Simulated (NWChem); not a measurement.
## Correlation energy of H2N

SMILES: [NH2]
```xyz
3

N      0.0000     0.0000    -0.1494
H      0.8027     0.0000     0.5229
H     -0.8027     0.0000     0.5229
```
Charge 0, spin multiplicity 2.

The numbers come from NWChem runs, not from measurements. Structure: optimised with UPBE/def2-SVP, a minimum by its harmonic frequencies.

Basis set: def2-TZVP. Each correlation energy counts from its own Hartree-Fock reference.

The correlated methods keep 1 core orbital frozen. The structure started from a generated list of species. The unpaired electrons of the parent sit in orbitals of symmetry b2 (C2v labels of the run); other states weren't searched. The stability of the SCF solutions was not checked. Open-shell Hartree-Fock references start from PBE0 orbitals. Coupled-cluster values serve here as a point of comparison, not as the truth.

Task: One of these methods gave a correlation energy of -180.7 mHa. Which?
A. CCSD(T) on UHF
B. CCSD(T) on ROHF
C. SCS-UMP2
D. CCSD on UHF

Result: C, SCS-UMP2. The others give -207.8 (CCSD(T) on ROHF), -197.4 (CCSD on UHF), -202.7 (CCSD(T) on UHF).
